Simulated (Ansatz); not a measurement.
Molecule (SMILES): [PH2] (PH2), doublet.
Atoms: P1, H2, H3. Bonds: P1-H2, P1-H3.

Basis-set convergence of the lowest harmonic wavenumber at PBE0 with Ansatz (an electronic-structure program). Each level at its own minimum, finite differences of forces, unscaled; the reference is a large set that could be run, not a limit. All functions are spherical. The program fits the integrals of some runs and decomposes those of others, by size. Open shells are unrestricted. No added dispersion term, no relativity. Reference: the value in def2-QZVPPD, 1115 cm⁻¹. Deviations are taken from unrounded values.

```
basis        functions  lowest harmonic wavenumber (cm⁻¹)  minus reference (cm⁻¹)
-----------  ---------  ---------------------------------  ----------------------
pcseg-0             17                               1144                      29
def2-SV(P)          22                               1140                      24
def2-SVP            28                               1112                      -3
pcseg-1             28                               1121                       5
aug-pcseg-1         45                               1117                       2
def2-TZVP           49                               1119                       3
pcseg-2             62                               1119                       3
def2-TZVPP          70                               1117                       2
aug-pcseg-2         96                               1115                      -1
def2-QZVPP         130                               1116                       0
pcseg-3            130                               1116                       0
```

The smallest set listed that lies within 20 cm⁻¹ of the reference with all its larger relatives (same family, alike in diffuse functions; a set with none counts only in the reference's own line) is def2-SVP (28 functions, -3 cm⁻¹ off), level with pcseg-1.
